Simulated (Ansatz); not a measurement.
**Si₂H₃ (doublet): wave-function methods side by side at twist about Si1–Si2 = 32.7°, cc-pVDZ**

An exercise on one series of results from a longer session: the logs are not shown, and one member is left open.

Computed with Ansatz 0.2.0, Gaussian basis. Level: cc-pVDZ, core rule «outside noble gas», up to 10 orbitals frozen.

Plan: UHF; CCSD(T) on ROHF; CCSD(T) on UHF; BCCD(T) on ROHF; CISD; CCSDT(Q) on ROHF; CCSDT(Q) on UHF; CASSCF and MRCISD+Q, 3 electrons in 3 orbitals; CASSCF and NEVPT2, 3 electrons in 3 orbitals.

16 further runs of the same task are left out: 10 that didn't finish, 6 set aside as unsound or not needed.

## What is computed

The geometry derives from a PBE0/def2-TZVP stationary point (not a proven minimum). One half is turned about the bond named; the halves are rigid.

5 atoms, charge 0, spin multiplicity 2.

Atoms are counted from 1 here; the program's logs count them from 0.

Bond lengths: Si1–Si2 2.282 Å, Si1–H3 1.492 Å, Si1–H4 1.491 Å, Si2–H5 1.528 Å. Angles: Si2–Si1–H3 129.4°, Si2–Si1–H4 123.7°, H3–Si1–H4 106.9°, Si1–Si2–H5 86.8°.

The first run:

Input file in.yaml:

```yaml
crystal:
  periodic: [false, false, false]
  atoms:
    - {symbol: Si, position_ang: [-0.014031, 0.027631, 1.089561]}
    - {symbol: Si, position_ang: [-0.014031, -0.072784, -1.189871]}
    - {symbol: H, position_ang: [-0.014031, 1.220745, 1.985569]}
    - {symbol: H, position_ang: [-0.014031, -1.175925, 1.969551]}
    - {symbol: H, position_ang: [0.809991, 1.213321, -1.160047]}
basis:
  gaussian: {orbitals: cc-pVDZ}
magnetization: {spin_polarized: true, initial_magnetization: 1}
hamiltonian: {xc: hf}
output: {orbitals: {seedname: orbitals}}
```

On the command line:

```console
$ ansatz run in.yaml --threads 1 --pin off --events-out ev --progress --plain --max-ram 2393MiB
```

Steps of the session up to this table: UHF; CCSD(T) on ROHF; CCSD(T) on UHF; BCCD(T) on ROHF; CISD; CCSDT(Q) on ROHF; CCSDT(Q) on UHF; CASSCF and MRCISD+Q, 3 electrons in 3 orbitals; CASSCF and NEVPT2, 3 electrons in 3 orbitals.

One table of the session follows, with a row left open; its other results are not shown here.

```
       method  from UCCSDT(Q) (kJ/mol)
         ROHF                   +600.3
          UHF                   +585.5
         RMP2                   +137.3
         UMP2                   +145.3
         CISD                    +78.1
        RCCSD                    +24.9
        UCCSD                    +24.8
     RCCSD(T)                     +5.6
     UCCSD(T)                     +6.0
      BCCD(T)                     +5.5
       RCCSDT                     +1.2
       UCCSDT                     +1.2
    RCCSDT(Q)                     +0.1
    UCCSDT(Q)                        0
  CASSCF pair                   +557.1
  NEVPT2 pair                        ?
  MRCISD pair                    +69.4
MRCISD+Q pair                    +11.3
```

**Question.** Estimate the row for NEVPT2 pair.

The run gave: from UCCSDT(Q) (kJ/mol): +135.6. In the column «from UCCSDT(Q) (kJ/mol)» it lies between CISD (+78.1) and RMP2 (+137.3).

Caveats from the session: Restricted and unrestricted rows rest on different reference determinants; where their highest levels disagree by more than a few hundredths of an eV, they describe different states and don't form one ladder.
